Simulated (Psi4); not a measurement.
# C2H4Al− (SMILES C#[C][AlH3-]) at HSE06/6-311+G(d,p)

What is the vertical ionisation energy of C2H4Al− at HSE06/6-311+G**? 

The calculation is run with Psi4 1.11.

6 further runs of the same task are left out: 2 that didn't finish, 4 set aside as unsound or not needed.

## (1) The structure to begin with

C2H4Al−: 7 atoms, total charge -1, spin state singlet. SMILES: `C#[C][AlH3-]`. Geometry: a GFN2-xTB relaxation, a rough one for these elements and not checked as a minimum.

Bond lengths: C1–C2 1.212 Å, C2–Al3 2.015 Å, C1–H4 1.062 Å, Al3–H5 1.624 Å, Al3–H6 1.624 Å, Al3–H7 1.624 Å. Angles: C1–C2–Al3 179.0°, C2–C1–H4 179.4°, C2–Al3–H5 109.9°, C2–Al3–H6 109.8°, C2–Al3–H7 109.8°, H5–Al3–H6 109.1°, H5–Al3–H7 109.2°, H6–Al3–H7 109.1°.

## (2) The energy at HSE06/6-311+G(d,p)

The input, input.inp:

```
memory 1600 MB

molecule system {
  -1 1
  C     -1.73098913    -3.57254614     0.06942854
  C     -0.74935200    -1.50446766     0.01330367
  Al     0.92881929     1.91374454    -0.03951417
  H     -2.60922045    -5.37685664     0.11485755
  H      0.53751370     3.22504440    -2.78562638
  H     -0.30836551     3.71066622     2.11798614
  H      3.93157520     1.60445307     0.50958355
  units au
  symmetry c1
  no_reorient
  no_com
}

set {
  basis 6-311+G**
  puream true
  e_convergence 1e-09
  d_convergence 1e-08
  scf_type pk
  dft_radial_points 99
  dft_spherical_points 590
}

e, wfn = energy("hse06", return_wfn=True)
oeprop(wfn, "WIBERG_LOWDIN_INDICES", "DIPOLE", "QUADRUPOLE", title="HSE06")
```

Launch:

```
$ psi4 input.inp input.out -n 1
```

input.out:

```text
[...]
  Running in c1 symmetry.
[...]
  Nuclear repulsion =   74.135103464803166
[...]
  Multiplicity = 1
[...]
  Nalpha       = 15
  Nbeta        = 15
[...]
    Number of basis functions: 98
[...]
   @RKS iter   1:  -320.51071908092081   -6.31364e-01   7.58158e-03 DIIS/ADIIS
[...]
   @RKS iter  11:  -320.84803809011225    2.92744e-11   2.68162e-09 DIIS
[...]
    Orbital Energies [Eh]
    ---------------------
    Doubly Occupied:
       1A    -55.897601     2A    -10.027177     3A    -10.020344
       4A     -3.924495     5A     -2.455455     6A     -2.454519
       7A     -2.454518     8A     -0.574646     9A     -0.376988
      10A     -0.244591    11A     -0.141659    12A     -0.117768
      13A     -0.117749    14A     -0.078713    15A     -0.078674
[...]
  @RKS Final Energy:  -320.84803809011225
   => Energetics <=
    Nuclear Repulsion Energy =             74.1351034648031657
    One-Electron Energy =                -594.9023277706320414
    Two-Electron Energy =                 223.7835174795262674
    DFT Exchange-Correlation Energy =     -23.8643312638096852
    Empirical Dispersion Energy =           0.0000000000000000
    VV10 Nonlocal Energy =                  0.0000000000000000
    Total Energy =                       -320.8480380901123112
[...]
 Multipole Moments:
 ------------------------------------------------------------------------------------
     Multipole            Electronic (a.u.)      Nuclear  (a.u.)        Total (a.u.)
 ------------------------------------------------------------------------------------
 L = 1.  Multiply by 2.5417464519 to convert [e a0] to [Debye]
 Dipole X            :          0.5839942           -1.2558931           -0.6718988
 Dipole Y            :          1.0343304           -2.4200967           -1.3857663
 Dipole Z            :          0.0919609           -0.0604901            0.0314708
 Magnitude           :                                                    1.5403853
 L = 2.  Multiply by 1.3450342976 to convert [e a0^2] to [Debye ang]
 Quadrupole XX       :        -83.2817081           55.2116045          -28.0701036
 Quadrupole XY       :        -88.9993624           87.9029796           -1.0963829
[...]
```

Wall time 59 s (1 thread of Intel Xeon Platinum 8375C at 2.90GHz (Ice Lake), shared host); peak memory 0.93 GiB.

## (3) Doublet neutral C2H4Al: energy and forces at UHSE06/6-311+G(d,p)

The input, c2h4al.py:

```python
import psi4

psi4.set_memory('1600 MB')
psi4.set_num_threads(1)
psi4.core.set_output_file('c2h4al.out', False)

geom = psi4.geometry("""
0 2
C     -1.73098913    -3.57254614     0.06942854
C     -0.74935200    -1.50446766     0.01330367
Al     0.92881929     1.91374454    -0.03951417
H     -2.60922045    -5.37685664     0.11485755
H      0.53751370     3.22504440    -2.78562638
H     -0.30836551     3.71066622     2.11798614
H      3.93157520     1.60445307     0.50958355
units au
symmetry c1
no_reorient
no_com
""")

psi4.set_options({
    'basis': '6-311+G**',
    'reference': 'uks',
    'puream': True,
    'e_convergence': 1e-09,
    'd_convergence': 1e-08,
    'scf_type': 'pk',
    'dft_radial_points': 99,
    'dft_spherical_points': 590,
    'maxiter': 200,
})

result, w = psi4.gradient('hse06', molecule=geom, return_wfn=True)
psi4.oeprop(w, 'MAYER_INDICES', 'LOWDIN_CHARGES', 'MULLIKEN_CHARGES', title='HSE06')
print('gradient / Eh bohr^-1')
print(result.np.round(6))
print(f'energy = {w.energy():.10f} Eh')
```

Launch:

```
$ python c2h4al.py
```

c2h4al.out (excerpt; [...] marks lines left out):

```text
[...]
  Running in c1 symmetry.
[...]
  Nuclear repulsion =   74.135103464803166
[...]
  Multiplicity = 2
[...]
  Nalpha       = 15
  Nbeta        = 14
[...]
    Number of basis functions: 98
[...]
   @UKS iter   1:  -320.38466011167282   -5.05305e-01   7.22409e-03 DIIS/ADIIS
[...]
   @UKS iter  22:  -320.68272543300964   -1.16529e-11   6.02137e-09 DIIS
[...]
   @S^2 Observed:                7.629347004E-01
[...]
  @UKS Final Energy:  -320.68272543300964
   => Energetics <=
    Nuclear Repulsion Energy =             74.1351034648031657
    One-Electron Energy =                -588.5733292414906828
    Two-Electron Energy =                 217.3943962594055108
    DFT Exchange-Correlation Energy =     -23.6388959157276268
    Empirical Dispersion Energy =           0.0000000000000000
    VV10 Nonlocal Energy =                  0.0000000000000000
    Total Energy =                       -320.6827254330096366
[...]
 Multipole Moments:
 ------------------------------------------------------------------------------------
     Multipole            Electronic (a.u.)      Nuclear  (a.u.)        Total (a.u.)
 ------------------------------------------------------------------------------------
 L = 1.  Multiply by 2.5417464519 to convert [e a0] to [Debye]
 Dipole X            :          0.7624915           -1.2558931           -0.4934015
 Dipole Y            :          1.9872597           -2.4200967           -0.4328370
 Dipole Z            :          0.3706237           -0.0604901            0.3101336
 Magnitude           :                                                    0.7259310
[...]
  -Total Gradient:
     Atom            X                  Y                   Z
    ------   -----------------  -----------------  -----------------
       1        0.011821722939     0.024094636062    -0.000320276259
       2       -0.020467389042    -0.046061544654    -0.001551873629
       3       -0.007142815636     0.030789248092     0.022859847191
       4        0.001470447613     0.003378563962    -0.000133350792
       5        0.009162739511    -0.003844447903    -0.002456983088
       6        0.003939574772    -0.008365841237    -0.008205293909
       7        0.001210762297    -0.000002371584    -0.010192007785
[...]
  Mulliken Charges: (a.u.)
   Center  Symbol    Alpha    Beta     Spin     Total
       1     C     3.43490  3.14792  0.28698 -0.58282
       2     C     2.97137  2.93212  0.03925  0.09651
[...]
```

Standard output:

```text
gradient / Eh bohr^-1
[[ 1.1822e-02  2.4095e-02 -3.2000e-04]
 [-2.0467e-02 -4.6062e-02 -1.5520e-03]
 [-7.1430e-03  3.0789e-02  2.2860e-02]
 [ 1.4700e-03  3.3790e-03 -1.3300e-04]
 [ 9.1630e-03 -3.8440e-03 -2.4570e-03]
 [ 3.9400e-03 -8.3660e-03 -8.2050e-03]
 [ 1.2110e-03 -2.0000e-06 -1.0192e-02]]
energy = -320.6827254330 Eh
```

It took 2.5 min on 1 thread of Intel Xeon Platinum 8375C at 2.90GHz (Ice Lake), shared host; peak memory 0.93 GiB.

## (4) Results

Level: HSE06/6-311+G**.

| quantity | value |
| --- | --- |
| singlet C2H4Al−: total energy | -320.84804 Eh |
| singlet C2H4Al−: HOMO energy | -2.14 eV |
| singlet C2H4Al−: LUMO energy | 3.23 eV |
| singlet C2H4Al−: HOMO–LUMO gap (to an unbound level, set by the basis) | 5.37 eV |
| doublet neutral C2H4Al: total energy | -320.68273 Eh |
| doublet neutral C2H4Al: dipole moment | 1.85 D |
| doublet neutral C2H4Al: HOMO energy (highest over α and β) | -7.40 eV |
| doublet neutral C2H4Al: LUMO energy (lowest over α and β) | -6.83 eV |
| doublet neutral C2H4Al: ⟨S²⟩ | 0.763 |
| doublet neutral C2H4Al: largest force on an atom | 2.593 eV/Å |
| vertical detachment energy (to the doublet neutral) | 4.498 eV |

In words: Removing an electron at fixed nuclei costs 4.50 eV (104 kcal/mol). −ε(HOMO) before ionisation, 2.14 eV, is 2.36 eV below this ionisation energy. Mulliken charges (doublet neutral C2H4Al) run from -0.58 on C1 to +0.66 on Al3; in a basis this large or diffuse they mean little.
